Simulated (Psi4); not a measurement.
# A workflow on [HO2]− (hydroperoxide(1-))

We compute a geometry optimisation (MP2/def2-SVP), then vibrational wavenumbers, then a single-point energy (CCSD(T)/cc-pVTZ) of [HO2]− (hydroperoxide(1-)). 

The results are computed with Psi4 1.11.

## Step 1: The system as given

[HO2]− has 3 atoms, charge -1, and is taken as a singlet. SMILES: `[O-]O`. All atoms were displaced at random from a relaxed shape. The run starts from this shape.

Bond lengths: O1–O2 1.442 Å, O2–H3 0.916 Å. Angles: O1–O2–H3 99.3°.

## Step 2: A structure relaxation at MP2/def2-SVP (density fitting, density fitting for correlation) (run 1)

Contents of input.inp:

```
memory 1600 mb

molecule {
  -1 1
  O     -0.410264     1.020919    -0.056651
  O     -0.303469    -0.416555    -0.084185
  H      0.527851    -0.510735     0.289759
}

set globals {
  basis           def2-SVP
  geom_maxiter    60
  num_frozen_docc 2
}

e_tot, wfn = opt('mp2', return_wfn=True)
print_variables()
```

On the command line:

```sh
$ psi4 -n 1 input.inp input.out
```

input.out:

```text
[...]
  Running in cs symmetry.
[...]
  Nuclear repulsion =   30.425210471339287
[...]
  Multiplicity = 1
[...]
  Nalpha       = 9
  Nbeta        = 9
[...]
    Number of basis functions: 33
[...]
   @DF-RHF iter   1:  -149.91534839083391   -8.60880e-01   1.74433e-02 ADIIS/DIIS
[...]
   @DF-RHF iter  12:  -150.00582587959858   -2.84217e-14   6.22610e-11 DIIS
[...]
    Orbital Energies [Eh]
    ---------------------
    Doubly Occupied:
       1Ap   -20.265856     2Ap   -20.186944     3Ap    -1.043907
       4Ap    -0.754912     5Ap    -0.351418     1App   -0.250213
       6Ap    -0.212146     7Ap    -0.097237     2App   -0.072142
[...]
  @DF-RHF Final Energy:  -150.00582587959858
   => Energetics <=
    Nuclear Repulsion Energy =             29.2653527514845244
    One-Electron Energy =                -272.0728081514035921
    Two-Electron Energy =                  92.8016295203204606
    Total Energy =                       -150.0058258795986035
[...]
 Multipole Moments:
 ------------------------------------------------------------------------------------
     Multipole            Electronic (a.u.)      Nuclear  (a.u.)        Total (a.u.)
 ------------------------------------------------------------------------------------
 L = 1.  Multiply by 2.5417464519 to convert [e a0] to [Debye]
 Dipole X            :         -0.2634517            0.9019777            0.6385261
 Dipole Y            :          0.1624333           -0.7476240           -0.5851908
 Dipole Z            :          0.0000000            0.0000000            0.0000000
 Magnitude           :                                                    0.8661199
[...]
  -Total Gradient:
     Atom            X                  Y                   Z
    ------   -----------------  -----------------  -----------------
       1       -0.000012094373    -0.000060827203     0.000000000000
       2       -0.000008273447     0.000085596303     0.000000000000
       3        0.000020367820    -0.000024769100     0.000000000000
[...]
    Final optimized geometry and variables:
    Molecular point group: cs
    Full point group: Cs
    Geometry (in Angstrom), charge = -1, multiplicity = 1:
    O           -0.064256324260     0.773378549248     0.000000000000
    O            0.003613116915    -0.723113095327     0.000000000000
    H            0.962451708091    -0.797749230342     0.000000000000
  Variable Map:
  ----------------------------------------------------------------------------
  "CURRENT CORRELATION ENERGY"           =>      -0.372891412808
  "CURRENT ENERGY"                       =>    -150.378717292406
  "CURRENT REFERENCE ENERGY"             =>    -150.005825879599
  "CUSTOM SCS-MP2 CORRELATION ENERGY"    =>      -0.363864736244
  "CUSTOM SCS-MP2 TOTAL ENERGY"          =>    -150.369690615843
[...]
```

Standard output:

```text
Optimizer: Optimization complete!
```

Run time: 8.1 s. Hardware: 1 thread of Intel Xeon Platinum 8175M at 2.50GHz (Skylake/Cascade Lake), shared host; peak memory 0.21 GiB.

The path in brief:

| step | energy from the first frame kept (eV) | largest force (eV/Å) |
| --- | --- | --- |
| 0 | 0.0000 | 2.9382 |
| 1 | -0.0940 | 0.4782 |
| 2 | -0.0982 | 0.1832 |
| 3 | -0.0990 | 0.0466 |
| 4 | -0.0991 | 0.0044 |

After the run. Bond lengths: O1–O2 1.498 Å, O2–H3 0.962 Å. Angles: O1–O2–H3 97.0°.

## Step 3: Vibrational wavenumbers at MP2/def2-SVP (density fitting, density fitting for correlation) (run 2)

Contents of job.inp:

```
memory 1600 mb

molecule {
  -1 1
  O
  O 1 1.49803
  H 2 0.961739 1 97.04768
  units angstrom
}

set globals {
  basis def2-SVP
  t 600.0
  num_frozen_docc 2
  rotational_symmetry_number 1
}

frequency("mp2")
print_variables()
```

On the command line:

```sh
$ psi4 -i job.inp -o job.out -n 1
```

job.out:

```text
[...]
  Running in cs symmetry.
[...]
  Nuclear repulsion =   29.265350601967882
[...]
  Multiplicity = 1
[...]
  Nalpha       = 9
  Nbeta        = 9
[...]
    Number of basis functions: 33
[...]
   @DF-RHF iter   1:  -149.91263874319785   -9.82514e-01   1.73210e-02 DIIS/ADIIS
[...]
  Running in c1 symmetry.
[...]
   @DF-RHF iter  16:  -150.00582571165143   -2.27374e-13   7.39025e-11 DIIS
[...]
    Orbital Energies [Eh]
    ---------------------
    Doubly Occupied:
       1A    -20.265857     2A    -20.186944     3A     -1.043906
       4A     -0.754911     5A     -0.351417     6A     -0.250213
       7A     -0.212146     8A     -0.097237     9A     -0.072142
[...]
  @DF-RHF Final Energy:  -150.00582571165143
   => Energetics <=
    Nuclear Repulsion Energy =             29.2653308087745749
    One-Electron Energy =                -272.0727667532058263
    Two-Electron Energy =                  92.8016102327798365
    Total Energy =                       -150.0058257116514255
[...]
 Multipole Moments:
 ------------------------------------------------------------------------------------
     Multipole            Electronic (a.u.)      Nuclear  (a.u.)        Total (a.u.)
 ------------------------------------------------------------------------------------
 L = 1.  Multiply by 2.5417464519 to convert [e a0] to [Debye]
 Dipole X            :         -0.2558246            0.8671797            0.6113551
 Dipole Y            :          0.1742034           -0.7877216           -0.6135182
 Dipole Z            :         -0.0007130            0.0023957            0.0016827
 Magnitude           :                                                    0.8661192
[...]
  -Total Gradient:
     Atom            X                  Y                   Z
    ------   -----------------  -----------------  -----------------
       1       -0.000014768358    -0.000060197539    -0.000000048714
       2       -0.000008252332     0.000086224401    -0.000000014333
       3        0.000023020690    -0.000026026862     0.000000063047
[...]
  ==> Harmonic Vibrational Analysis <==
[...]
  Freq [cm^-1]                 837.2708           1127.2937           3853.5616
[...]
  IR activ [km/mol]            90.4594             12.4626              6.6505
[...]
  Total E_0, Enthalpy at 0 [K]                                                         -150.36546263 [Eh]
[...]
  Total H, Enthalpy at  600.00 [K]                                                     -150.35690001 [Eh]
[...]
  Total G, Gibbs energy at  600.00 [K]                                                 -150.41494688 [Eh]
[...]
```

It took 17 s on 1 thread of Intel Xeon Platinum 8175M at 2.50GHz (Skylake/Cascade Lake), shared host; peak memory 0.21 GiB.

## Step 4: A single-point energy at CCSD(T)/cc-pVTZ (run 3)

Contents of run.py:

```python
import psi4

psi4.set_memory(1600000000)
psi4.set_num_threads(1)
psi4.set_output_file('run.log', False)

geom = psi4.geometry("""
-1 1
O     -0.403771     1.049834    -0.052158
O     -0.312105    -0.444919    -0.089625
H      0.561860    -0.519469     0.304798
symmetry c1
""")

psi4.set_options({
    'basis': 'cc-pVTZ',
    'scf_type': 'pk',
    'freeze_core': 'true',
})

result = psi4.energy('ccsd(t)')
print(f'ccsd(t) energy: {result:.10f} Eh')
for k, v in sorted(psi4.core.scalar_variables().items()):
    print(f'{k:45s} {v:18.10f}')
```

On the command line:

```sh
$ python run.py
```

run.log:

```text
[...]
  Running in c1 symmetry.
[...]
  Nuclear repulsion =   29.265355135626482
[...]
  Multiplicity = 1
[...]
  Nalpha       = 9
  Nbeta        = 9
[...]
    Number of basis functions: 74
[...]
   @RHF iter   1:  -150.10071867523311   -1.01756e+00   6.39032e-03 DIIS/ADIIS
[...]
   @RHF iter  13:  -150.20133183900506   -4.86011e-12   4.02604e-09 DIIS
[...]
    Orbital Energies [Eh]
    ---------------------
    Doubly Occupied:
       1A    -20.285986     2A    -20.210646     3A     -1.078818
       4A     -0.794879     5A     -0.367036     6A     -0.264290
       7A     -0.228607     8A     -0.114436     9A     -0.088583
[...]
  @RHF Final Energy:  -150.20133183900506
   => Energetics <=
    Nuclear Repulsion Energy =             29.2653551356264821
    One-Electron Energy =                -272.0668106235617643
    Two-Electron Energy =                  92.6001236489302215
    Total Energy =                       -150.2013318390050358
[...]
 Multipole Moments:
 ------------------------------------------------------------------------------------
     Multipole            Electronic (a.u.)      Nuclear  (a.u.)        Total (a.u.)
 ------------------------------------------------------------------------------------
 L = 1.  Multiply by 2.5417464519 to convert [e a0] to [Debye]
 Dipole X            :         -0.2830239            0.9019776            0.6189537
 Dipole Y            :          0.1606098           -0.7476245           -0.5870146
 Dipole Z            :         -0.0000000           -0.0000000           -0.0000000
 Magnitude           :                                                    0.8530474
[...]
      * MP2 total energy                      = -150.696297903275791
[...]
      * CCSD total energy                     = -150.701248814958888
[...]
      * CCSD(T) total energy                  = -150.720079973800893
```

The script printed:

```text
ccsd(t) energy: -150.7200799738 Eh
(T) CORRECTION ENERGY                              -0.0188311588
CC D1 DIAGNOSTIC                                    0.0395708165
CC D2 DIAGNOSTIC                                    0.1752178934
CC NEW D1 DIAGNOSTIC                                0.0395708165
CC T1 DIAGNOSTIC                                    0.0130226992
CCSD CORRELATION ENERGY                            -0.4999169760
CCSD DOUBLES ENERGY                                -0.4999169760
CCSD ITERATIONS                                    17.0000000000
CCSD OPPOSITE-SPIN CORRELATION ENERGY              -0.3911912232
CCSD SAME-SPIN CORRELATION ENERGY                  -0.1087257528
CCSD SINGLES ENERGY                                 0.0000000000
CCSD TOTAL ENERGY                                -150.7012488150
CCSD(T) CORRELATION ENERGY                         -0.5187481348
CCSD(T) TOTAL ENERGY                             -150.7200799738
CURRENT CORRELATION ENERGY                         -0.5187481348
CURRENT ENERGY                                   -150.7200799738
CURRENT REFERENCE ENERGY                         -150.2013318390
DD SOLVATION ENERGY                                 0.0000000000
HF KINETIC ENERGY                                 150.2399025374
HF POTENTIAL ENERGY                              -300.4412343764
HF TOTAL ENERGY                                  -150.2013318390
HF VIRIAL RATIO                                     1.9997432726
MP2 CORRELATION ENERGY                             -0.4949660643
MP2 DOUBLES ENERGY                                 -0.4949660643
MP2 OPPOSITE-SPIN CORRELATION ENERGY               -0.3700013006
MP2 SAME-SPIN CORRELATION ENERGY                   -0.1249647637
MP2 SINGLES ENERGY                                 -0.0000000000
MP2 TOTAL ENERGY                                 -150.6962979033
NUCLEAR REPULSION ENERGY                           29.2653551356
ONE-ELECTRON ENERGY                              -272.0668106236
PCM POLARIZATION ENERGY                             0.0000000000
PE ENERGY                                           0.0000000000
SCF ITERATION ENERGY                             -150.2013318390
SCF ITERATIONS                                     13.0000000000
SCF TOTAL ENERGY                                 -150.2013318390
TWO-ELECTRON ENERGY                                92.6001236489
```

Wall time 25 s (1 thread of Intel Xeon Platinum 8175M at 2.50GHz (Skylake/Cascade Lake), shared host); peak memory 0.48 GiB.

## Step 5: Results

| quantity | value |
| --- | --- |
| run 1, MP2/def2-SVP: total energy at the end | -150.37872 Eh |
| run 1, MP2/def2-SVP: correlation energy (2 core orbitals frozen) | -372.9 mEh |
| run 2, MP2/def2-SVP: lowest harmonic wavenumber | 837 cm⁻¹ |
| run 2, MP2/def2-SVP: highest harmonic wavenumber | 3854 cm⁻¹ |
| run 2, MP2/def2-SVP: zero-point energy | 34.8 kJ/mol |
| run 2, MP2/def2-SVP: ideal-gas entropy at 600 K (symmetry number 1 as used) | 60.7 cal/(mol K) |
| run 3, CCSD(T)/cc-pVTZ: total energy | -150.72008 Eh |
| run 3, CCSD(T)/cc-pVTZ: HOMO energy (Hartree–Fock orbitals) | -2.41 eV |
| run 3, CCSD(T)/cc-pVTZ: LUMO energy (Hartree–Fock orbitals) | 10.34 eV |
| run 3, CCSD(T)/cc-pVTZ: HOMO–LUMO gap (to an unbound level, set by the basis) | 12.75 eV |
| run 3, CCSD(T)/cc-pVTZ: correlation energy (2 core orbitals frozen) | -518.7 mEh |
| run 3, CCSD(T)/cc-pVTZ: (T) correction | -18.83 mEh |
| run 3, CCSD(T)/cc-pVTZ: T1 diagnostic | 0.013 |

In words: The optimisation (run 1, MP2/def2-SVP) took 5 steps and changed the energy by -0.099 eV. All 3 modes (run 2, MP2/def2-SVP) are real, so the shape is a minimum at this level. The triples (run 3, CCSD(T)/cc-pVTZ) make up 3.6 % of the correlation energy.
